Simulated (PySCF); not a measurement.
# CH₂F₂: spin-spin couplings and electronic excitations at several levels of theory, part 2 of 2

PySCF 2.14.0. Atoms count from 0. The steps go on from the part before.

## (10) J couplings: B3LYP/6-31G*

The job: settings as JSON, then the geometry in Å.

```
{"job": {"kind": "j", "xc": "B3LYP", "basis": "6-31G*"}, "charge": 0, "multiplicity": 1}
F     -0.483765     1.083317     0.479497
C     -0.020399    -0.071461    -0.028773
F      1.317957    -0.004250    -0.131174
H     -0.451040    -0.220052    -1.035003
H     -0.287938    -0.897945     0.653557
```

Method: B3LYP/6-31G* indirect spin-spin coupling, non-relativistic, gas phase.

Output:

```text
coarse grid: 4504 points
cycle   1  E = -238.8946412095  dE =  2.914e-01  |g| = 6.888e-01  |ddm| = 1.888e+00
cycle   2  E = -238.8047110782  dE =  8.993e-02  |g| = 1.031e+00  |ddm| = 1.001e+00
cycle   3  E = -238.9709497675  dE = -1.662e-01  |g| = 2.576e-02  |ddm| = 6.006e-01
cycle   4  E = -238.9710759894  dE = -1.262e-04  |g| = 1.056e-02  |ddm| = 2.836e-02
cycle   5  E = -238.9711022398  dE = -2.625e-05  |g| = 2.350e-03  |ddm| = 1.087e-02
cycle   6  E = -238.9711033382  dE = -1.098e-06  |g| = 1.034e-04  |ddm| = 1.803e-03
final grid: 45160 points
cycle   7  E = -238.9699231300  dE = -7.260e-06  |g| = 4.655e-03  |ddm| = 7.725e-03
cycle   8  E = -238.9699194257  dE =  3.704e-06  |g| = 6.705e-03  |ddm| = 6.294e-03
cycle   9  E = -238.9699271052  dE = -7.680e-06  |g| = 2.763e-04  |ddm| = 3.615e-03
cycle  10  E = -238.9699271215  dE = -1.627e-08  |g| = 6.978e-05  |ddm| = 3.087e-04
cycle  11  E = -238.9699271224  dE = -9.067e-10  |g| = 8.060e-06  |ddm| = 5.557e-05
converged SCF energy = -238.9699271224

Indirect spin-spin couplings (Hz)
  i      j    bonds     total        FC       PSO       DSO        SD
  0 F    1 C    1   -237.042  -237.884    -8.834     0.896     8.781
  0 F    2 F    2    336.365   116.216   140.213    -0.919    80.854
  0 F    3 H    2     52.699    56.611     0.363    -1.332    -2.943
  0 F    4 H    2     52.714    56.625     0.364    -1.332    -2.943
  1 C    2 F    1   -237.025  -237.841    -8.853     0.896     8.773
  1 C    3 H    1    176.454   175.687    -0.546     1.202     0.111
  1 C    4 H    1    176.464   175.697    -0.546     1.202     0.111
  2 F    3 H    2     52.721    56.634     0.362    -1.332    -2.943
  2 F    4 H    2     52.717    56.628     0.363    -1.332    -2.942
  3 H    4 H    2      0.944     1.645     1.165    -2.232     0.367
```

Wall time 1.9 s (1 thread of Arm Neoverse V1, shared host); peak memory 0.41 GiB.

This basis has no tight s functions, so the Fermi-contact terms are rough.

This run: J(F0,F2) 336.4 Hz, J(F0,C1) -237.0 Hz, J(C1,H3) 176.5 Hz (means over like pairs).

## (11) TDDFT and polarisability: HF/def2-SVPD

The job: settings as JSON, then the geometry in Å.

```
{"job": {"kind": "uv", "xc": "HF", "basis": "def2-SVPD", "ip": true}, "charge": 0, "multiplicity": 1}
F     -0.483765     1.083317     0.479497
C     -0.020399    -0.071461    -0.028773
F      1.317957    -0.004250    -0.131174
H     -0.451040    -0.220052    -1.035003
H     -0.287938    -0.897945     0.653557
```

With the program's defaults for keys left out, this is: TDDFT HF/def2-SVPD, vertical, gas phase, core orbitals frozen in the response.

Output:

```text
final grid: 45160 points
cycle   1  E = -237.6344245499  dE =  2.831e-01  |g| = 6.590e-01  |ddm| = 2.164e+00
cycle   2  E = -237.7038712513  dE = -6.945e-02  |g| = 3.646e-01  |ddm| = 7.946e-01
cycle   3  E = -237.7258572972  dE = -2.199e-02  |g| = 4.663e-02  |ddm| = 3.169e-01
cycle   4  E = -237.7264341134  dE = -5.768e-04  |g| = 1.391e-02  |ddm| = 5.767e-02
cycle   5  E = -237.7265006801  dE = -6.657e-05  |g| = 2.669e-03  |ddm| = 1.905e-02
cycle   6  E = -237.7265050085  dE = -4.328e-06  |g| = 5.792e-04  |ddm| = 5.816e-03
cycle   7  E = -237.7265051945  dE = -1.860e-07  |g| = 1.080e-04  |ddm| = 1.038e-03
cycle   8  E = -237.7265052014  dE = -6.919e-09  |g| = 1.775e-05  |ddm| = 2.035e-04
cycle   9  E = -237.7265052016  dE = -1.756e-10  |g| = 3.774e-06  |ddm| = 3.414e-05
converged SCF energy = -237.7265052016

Static polarisability (au): isotropic 15.718, principal 15.228 15.667 16.259

Singlet excitations
state   eV       nm        f      main configurations
  1  11.1344    111.4   0.09152   H->L 0.89
  2  11.8538    104.6   0.00000   H->L+1 0.62, H->L+6 0.16, H->L+9 0.11
  3  12.5135     99.1   0.00773   H->L+3 0.60, H->L+4 0.27
  4  12.9981     95.4   0.13685   H->L+2 0.90
  5  14.1034     87.9   0.01242   H-1->L 0.76, H-2->L+1 0.11
  6  14.1387     87.7   0.00009   H-2->L 0.39, H-1->L+1 0.28, H-2->L+3 0.13
  7  14.4175     86.0   0.22161   H->L+4 0.53, H->L+3 0.28
  8  14.7946     83.8   0.00000   H-3->L 0.29, H->L+6 0.28, H->L+1 0.15
  9  14.8768     83.3   0.08605   H-2->L+1 0.31, H-1->L+3 0.23, H-1->L 0.12
 10  15.0593     82.3   0.16909   H-2->L 0.45, H-1->L+1 0.24

Triplet excitations (Tamm-Dancoff, eV): 10.2800 11.1370 11.1483 11.7120
Vertical ionisation energy (delta-SCF) = 13.4950 eV
```

Wall time 1.2 s (1 thread of Arm Neoverse V1, shared host); peak memory 0.41 GiB.

The orbitals next to the gap, with their largest atomic shares:

```csv
orbital,eV,atoms
HOMO−3,-18.40,"F0 47 %, F2 47 %, C1 5 %"
HOMO−2,-17.48,"F0 48 %, F2 48 %"
HOMO−1,-17.08,"F2 33 %, F0 33 %, C1 20 %"
HOMO,-14.54,"C1 30 %, F2 21 %, F0 21 %"
LUMO,2.61,"C1 58 %, H4 14 %, H3 14 %"
LUMO+1,4.29,"F0 36 %, F2 36 %, H4 12 %"
LUMO+2,4.36,"F2 26 %, F0 26 %, H4 21 %"
```

With each of the 10 states as a Gaussian band of 0.4 eV half-width at 1/e, the curve within the window shown has maxima at 111 nm (ε 3,700) L/(mol cm). Beyond the last state computed it falls off for lack of states. The curve at chosen wavelengths:

(nm, ε (L/mol/cm)): (100, 874), (101, 433), (102, 211), (103, 116), (104, 116), (105, 232), (106, 519), (107, 1030), (108, 1757), (109, 2583), (110, 3296), (111, 3677), (112, 3611), (113, 3143), (114, 2440), (115, 1699), (116, 1068), (117, 609)

Further results of this job:

```csv
property,computed,measured
dipole moment (D),2.15,1.97
polarisability (Å³),2.33,2.76
HOMO–LUMO gap (eV),17.15,–
−ε(HOMO) (eV),14.54,–
```

Measured: gas; NIST CCCBDB Release 22 (SRD 101), experimental dipoles; gas; NIST CCCBDB Release 22 (SRD 101), experimental polarizabilities.

## (12) Excited states and response: LDA/def2-SVPD

The job: settings as JSON, then the geometry in Å.

```
{"job": {"kind": "uv", "xc": "LDA", "basis": "def2-SVPD", "ip": true}, "charge": 0, "multiplicity": 1}
F     -0.483765     1.083317     0.479497
C     -0.020399    -0.071461    -0.028773
F      1.317957    -0.004250    -0.131174
H     -0.451040    -0.220052    -1.035003
H     -0.287938    -0.897945     0.653557
```

With the program's defaults for keys left out, this is: TDDFT LDA/def2-SVPD, vertical, gas phase, core orbitals frozen in the response.

Output:

```text
coarse grid: 4504 points
cycle   1  E = -237.1451082299  dE =  2.490e-01  |g| = 4.796e-01  |ddm| = 2.381e+00
cycle   2  E = -237.0435224515  dE =  1.016e-01  |g| = 9.408e-01  |ddm| = 9.154e-01
cycle   3  E = -237.1828740764  dE = -1.394e-01  |g| = 3.990e-02  |ddm| = 5.817e-01
cycle   4  E = -237.1831575346  dE = -2.835e-04  |g| = 6.130e-03  |ddm| = 4.107e-02
cycle   5  E = -237.1831642872  dE = -6.753e-06  |g| = 1.699e-03  |ddm| = 6.475e-03
final grid: 45160 points
cycle   6  E = -237.1926215456  dE = -1.809e-05  |g| = 2.504e-03  |ddm| = 2.675e-02
cycle   7  E = -237.1926191436  dE =  2.402e-06  |g| = 4.637e-03  |ddm| = 3.692e-03
cycle   8  E = -237.1926224583  dE = -3.315e-06  |g| = 3.335e-04  |ddm| = 2.737e-03
cycle   9  E = -237.1926224738  dE = -1.548e-08  |g| = 1.580e-04  |ddm| = 2.894e-04
cycle  10  E = -237.1926224777  dE = -3.910e-09  |g| = 3.416e-05  |ddm| = 1.151e-04
cycle  11  E = -237.1926224779  dE = -1.734e-10  |g| = 1.143e-05  |ddm| = 2.933e-05
converged SCF energy = -237.1926224779

Static polarisability (au): isotropic 18.574, principal 17.672 18.544 19.507

Singlet excitations
state   eV       nm        f      main configurations
  1   8.4029    147.5   0.03075   H->L 1.00
  2   9.2347    134.3   0.00000   H->L+1 1.00
  3   9.7139    127.6   0.01724   H->L+2 0.99
  4   9.9109    125.1   0.06871   H->L+3 0.95
  5  10.1399    122.3   0.03530   H-1->L 0.99
  6  10.5514    117.5   0.00414   H-2->L 0.96
  7  10.5630    117.4   0.00000   H-3->L 1.00
  8  11.0739    112.0   0.01566   H-1->L+1 0.95
  9  11.2521    110.2   0.04945   H->L+4 0.95
 10  11.4272    108.5   0.03144   H-3->L+1 0.96

Triplet excitations (Tamm-Dancoff, eV): 8.1983 8.8964 9.4075 9.4580
Vertical ionisation energy (delta-SCF) = 12.5337 eV
```

Run time: 3.9 s. Hardware: 1 thread of Arm Neoverse V1, shared host; peak memory 0.41 GiB.

Key values: HOMO -8.21 eV, LUMO 0.15 eV; lowest singlet 8.40 eV.

## (13) Ultraviolet spectrum: PBE/def2-SVPD

The job: settings as JSON, then the geometry in Å.

```
{"job": {"kind": "uv", "xc": "PBE", "basis": "def2-SVPD", "ip": true}, "charge": 0, "multiplicity": 1}
F     -0.483765     1.083317     0.479497
C     -0.020399    -0.071461    -0.028773
F      1.317957    -0.004250    -0.131174
H     -0.451040    -0.220052    -1.035003
H     -0.287938    -0.897945     0.653557
```

With the program's defaults for keys left out, this is: TDDFT PBE/def2-SVPD, vertical, gas phase, core orbitals frozen in the response.

Output:

```text
coarse grid: 4504 points
cycle   1  E = -238.4977299842  dE =  2.574e-01  |g| = 5.215e-01  |ddm| = 2.371e+00
cycle   2  E = -238.3791700897  dE =  1.186e-01  |g| = 1.009e+00  |ddm| = 9.808e-01
cycle   3  E = -238.5418268775  dE = -1.627e-01  |g| = 3.991e-02  |ddm| = 6.363e-01
cycle   4  E = -238.5421216480  dE = -2.948e-04  |g| = 5.733e-03  |ddm| = 4.111e-02
cycle   5  E = -238.5421278461  dE = -6.198e-06  |g| = 1.280e-03  |ddm| = 5.924e-03
final grid: 45160 points
cycle   6  E = -238.5821352892  dE = -1.431e-05  |g| = 8.350e-03  |ddm| = 3.320e-02
cycle   7  E = -238.5821082089  dE =  2.708e-05  |g| = 1.511e-02  |ddm| = 1.590e-02
cycle   8  E = -238.5821482261  dE = -4.002e-05  |g| = 1.097e-03  |ddm| = 9.880e-03
cycle   9  E = -238.5821484818  dE = -2.558e-07  |g| = 1.999e-04  |ddm| = 1.082e-03
cycle  10  E = -238.5821484880  dE = -6.179e-09  |g| = 6.515e-05  |ddm| = 1.548e-04
cycle  11  E = -238.5821484887  dE = -6.531e-10  |g| = 1.438e-05  |ddm| = 4.596e-05
converged SCF energy = -238.5821484887

Static polarisability (au): isotropic 18.524, principal 17.581 18.504 19.487

Singlet excitations
state   eV       nm        f      main configurations
  1   8.3161    149.1   0.02625   H->L 1.00
  2   9.2703    133.7   0.00000   H->L+1 1.00
  3   9.6520    128.5   0.02164   H->L+2 0.99
  4   9.8184    126.3   0.06292   H->L+3 0.95
  5   9.9111    125.1   0.03365   H-1->L 0.99
  6  10.3452    119.8   0.00500   H-2->L 0.94
  7  10.3456    119.8   0.00008   H-3->L 0.98
  8  10.9891    112.8   0.01237   H-1->L+1 0.96
  9  11.1743    111.0   0.04001   H->L+4 0.94
 10  11.2727    110.0   0.00000   H-1->L+3 1.00

Triplet excitations (Tamm-Dancoff, eV): 8.0359 8.9003 9.2838 9.3066
Vertical ionisation energy (delta-SCF) = 12.4061 eV
```

Wall time 6.2 s (1 thread of Arm Neoverse V1, shared host); peak memory 0.41 GiB.

Key values: HOMO -8.13 eV, LUMO 0.14 eV; lowest singlet 8.32 eV.

## (14) TDDFT and polarisability: B3LYP/def2-SVPD

The job: settings as JSON, then the geometry in Å.

```
{"job": {"kind": "uv", "xc": "B3LYP", "basis": "def2-SVPD", "ip": true}, "charge": 0, "multiplicity": 1}
F     -0.483765     1.083317     0.479497
C     -0.020399    -0.071461    -0.028773
F      1.317957    -0.004250    -0.131174
H     -0.451040    -0.220052    -1.035003
H     -0.287938    -0.897945     0.653557
```

Method: TDDFT B3LYP/def2-SVPD, vertical, gas phase, core orbitals frozen in the response.

Output:

```text
coarse grid: 4504 points
cycle   1  E = -238.7376795736  dE =  2.653e-01  |g| = 5.780e-01  |ddm| = 2.374e+00
cycle   2  E = -238.6646053550  dE =  7.307e-02  |g| = 8.988e-01  |ddm| = 9.572e-01
cycle   3  E = -238.7930928281  dE = -1.285e-01  |g| = 3.365e-02  |ddm| = 5.715e-01
cycle   4  E = -238.7932463724  dE = -1.535e-04  |g| = 1.050e-02  |ddm| = 3.125e-02
cycle   5  E = -238.7932668667  dE = -2.049e-05  |g| = 2.810e-03  |ddm| = 1.217e-02
cycle   6  E = -238.7932688060  dE = -1.939e-06  |g| = 1.142e-04  |ddm| = 3.149e-03
final grid: 45160 points
cycle   7  E = -238.8222190968  dE = -1.324e-05  |g| = 3.609e-03  |ddm| = 2.790e-02
cycle   8  E = -238.8222169267  dE =  2.170e-06  |g| = 5.176e-03  |ddm| = 6.550e-03
cycle   9  E = -238.8222214916  dE = -4.565e-06  |g| = 3.556e-04  |ddm| = 3.471e-03
cycle  10  E = -238.8222215165  dE = -2.493e-08  |g| = 8.115e-05  |ddm| = 3.907e-04
cycle  11  E = -238.8222215178  dE = -1.249e-09  |g| = 8.887e-06  |ddm| = 6.647e-05
cycle  12  E = -238.8222215178  dE = -9.493e-12  |g| = 2.889e-06  |ddm| = 9.085e-06
converged SCF energy = -238.8222215178

Static polarisability (au): isotropic 17.700, principal 16.881 17.674 18.545

Singlet excitations
state   eV       nm        f      main configurations
  1   9.0327    137.3   0.03418   H->L 0.99
  2   9.8987    125.3   0.00000   H->L+1 0.98
  3  10.3535    119.8   0.02063   H->L+2 0.98
  4  10.5883    117.1   0.07431   H->L+3 0.97
  5  10.9073    113.7   0.03291   H-1->L 0.98
  6  11.1944    110.8   0.00119   H-2->L 0.95
  7  11.4427    108.4   0.00000   H-3->L 0.98
  8  11.8559    104.6   0.01883   H-1->L+1 0.91
  9  11.9423    103.8   0.06802   H->L+4 0.95
 10  12.0579    102.8   0.01178   H-2->L+1 0.49, H-1->L+2 0.48

Triplet excitations (Tamm-Dancoff, eV): 8.7309 9.4946 9.9404 9.9553
Vertical ionisation energy (delta-SCF) = 12.9886 eV
```

Wall time 5.7 s (1 thread of Arm Neoverse V1, shared host); peak memory 0.41 GiB.

This run: HOMO -9.73 eV, LUMO 0.47 eV; lowest singlet 9.03 eV.

## (15) Run by run: spin-spin couplings

Couplings (Hz), each a mean over the pairs like the one named, with basis size and wall time:

```csv
run,F0–F2,F0–C1,C1–H3,F0–H3,functions,time
CAM-B3LYP/pcJ-1,312.8,-293.0,181.5,56.3,101,4.2 s
BHandHLYP/pcJ-1,369.1,-262.3,197.8,63.0,101,3.9 s
B3LYP/pcJ-0,222.7,-407.2,149.8,40.1,45,1.8 s
B3LYP/pcJ-2,287.1,-311.6,185.7,59.1,201,10 s
B3LYP/aug-cc-pVTZ-J,275.0,-318.1,188.1,59.5,178,8.4 s
B3LYP/def2-TZVP,239.5,-338.1,176.3,51.8,105,4.4 s
B3LYP/cc-pVTZ,248.8,-296.1,164.2,40.7,118,5 s
B3LYP/6-31G*,336.4,-237.0,176.5,52.7,46,1.9 s
measured size,–,234.6,184.5,50.2,–,–
```

Measured: gas, zero-density limit; Jackowski, Slowinski, Molecules 2023, 28, 1499; liquid or solution (compiled); San Fabian, Garcia de la Vega, Suardiaz et al., Magn. Reson. Chem. 2013, 51, 775 (SI).

## (16) Comparing the runs: electronic excitations

Excitations and ground-state properties, with basis size and wall time:

```csv
run,lowest singlet (eV),brightest (eV),f,gap (eV),α (Å³),μ (D),functions,time
HF/def2-SVPD,11.13,14.42,0.222,17.15,2.33,2.15,82,1.2 s
LDA/def2-SVPD,8.40,9.91,0.069,8.36,2.75,1.82,82,3.9 s
PBE/def2-SVPD,8.32,9.82,0.063,8.27,2.74,1.76,82,6.2 s
B3LYP/def2-SVPD,9.03,10.59,0.074,10.20,2.62,1.90,82,5.7 s
```

Measured dipole: 1.97 D (gas; NIST CCCBDB Release 22 (SRD 101), experimental dipoles).

Measured polarisability: 2.76 Å³ (gas; NIST CCCBDB Release 22 (SRD 101), experimental polarizabilities).

## (17) Results

This closing draws on all 2 parts.

| quantity | value |
| --- | --- |
| point group | C2v |
| rotational constants (main isotopes) | 50.25, 10.69, 9.36 GHz |
| largest coupling of the table (CAM-B3LYP/pcJ-1) | ²J(F,F) F0–F2, 312.8 Hz |
| lowest singlet (HF/def2-SVPD) | 11.13 eV (111 nm), f = 0.092 |
| brightest single state of those computed | state 7, 14.42 eV, f = 0.222 |
| lowest triplet | 10.28 eV |
| vertical ionisation energy (ΔSCF) | 13.50 eV |
| range of J(F0,F2), mean over like pairs | 222.7 to 369.1 Hz |
| range of the lowest singlet | 8.32 to 11.13 eV |

Single values in the summary come from the first run of each kind that ended normally (CAM-B3LYP/pcJ-1; HF/def2-SVPD), which need not be the best level. The start was shaken at random, so part of the energy gained undoes that. Of the pairs tabulated at CAM-B3LYP/pcJ-1, F0–F2 couples most strongly (312.8 Hz; Fermi contact 56.8 Hz). Density functionals describe couplings to fluorine poorly, F–F couplings above all, so those rows are rough. The 3 measured couplings differ from the computed sizes by 22.5 Hz on average; vibrational averaging and surroundings are not included. At HF/def2-SVPD, the highest states lie near or above the ionisation energy, where they hang on the basis. The orbital energy would give 14.54 eV for ionisation, ΔSCF gives 13.50 eV. For the measured dipole, B3LYP/def2-SVPD misses least (0.07 D, 5.7 s) and PBE/def2-SVPD most (0.21 D, 6.2 s); the quickest, HF/def2-SVPD, misses by 0.18 D in 1.2 s. For the measured polarisability, LDA/def2-SVPD misses least (0.01 Å³, 3.9 s) and HF/def2-SVPD most (0.43 Å³, 1.2 s). Couplings from bases without tight functions are rough. One molecule ranks no method: errors cancel, and vibration and temperature are missing from all runs.
